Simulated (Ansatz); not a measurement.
Compare A (`c1ccccc1`) with its isomer B (`C1=CC2C3C1C23`).

Isolated molecules relaxed with PBE0-D4/def2-TZVP in Ansatz; ΔE leaves out vibrations. CBS: MP2 limit from def2 TZ/QZ plus the TZ coupled-cluster correction, frozen cores. DFT in def2-TZVPP. B3LYP here is the variant with VWN-RPA as its local correlation; programs differ in this.

(1) Which is lower in electronic energy at CCSD(T)/CBS, and by how much? (Estimate.)

(2) Give E(B) − E(A) in kcal/mol with BLYP-D4, MP2/def2-TZVPP, B3LYP-D4, LDA (SPW92), PBE0-D4, CCSD(T)/def2-SVP, CCSD(T)/def2-TZVPP. (Estimate.)

Largest T1 diagnostic: 0.010.

Results:

(1) Computed: A, by 74.3 kcal/mol.

(2) Computed: BLYP-D4 85.4, MP2/def2-TZVPP 73.9, B3LYP-D4 83.4, LDA (SPW92) 68.9, PBE0-D4 72.2, CCSD(T)/def2-SVP 73.0, CCSD(T)/def2-TZVPP 74.2. None reverses the order clearly.

In def2-TZVPP, CCSD(T) changes the Hartree–Fock value by −9.6 kcal/mol (the triples alone add +0.5 kcal/mol) and MP2 by −9.9 kcal/mol. From PBE to PBE0 (25 % exact exchange), in def2-TZVPP and without D4, E(B) − E(A) moves by −1.2 kcal/mol.
